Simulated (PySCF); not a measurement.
# ClH4O: the cost of one run

Computed with PySCF 2.14.0; each step states its level. No surroundings beyond the atoms listed, unless a continuum is named. Atoms count from 0, parts from 1.

### 1 The system as given

6 atoms, charge 1, multiplicity 1; geometry: GFN2-xTB. Parts: 1 = atoms 0–3, `[OH3+]`, charge 1; 2 = atoms 4–5, `Cl`, charge 0.

### 2 Optimising the geometry at PBE0-D3(BJ)/def2-TZVPD

Job settings and geometry (Å):

```
{"job": {"xc": "PBE0", "basis": "def2-TZVPD", "d3": "d3bj", "grid": 3, "kind": "geom", "shake": 0.01}, "charge": 1, "multiplicity": 1, "parts": [{"atoms": "0-3", "charge": 1, "multiplicity": 1}, {"atoms": "4-5", "charge": 0, "multiplicity": 1}]}
O     -0.044125    -0.047348     0.179571
H     -0.645929     0.779065    -0.264973
H     -0.322223    -0.893376    -0.208796
H      0.929844     0.134263     0.095497
Cl    -1.614319     2.115222    -0.958221
H     -2.157954     2.408373     0.178426
```

Command:

```sh
OMP_NUM_THREADS=1 python cluster_run.py task.json out
```

This one command runs all jobs of the session in turn.

**Question.** How long does this first job take on 1 thread of Arm Neoverse V1, shared host, and how much memory does it need?

About 29 s, with a peak of 0.53 GiB.
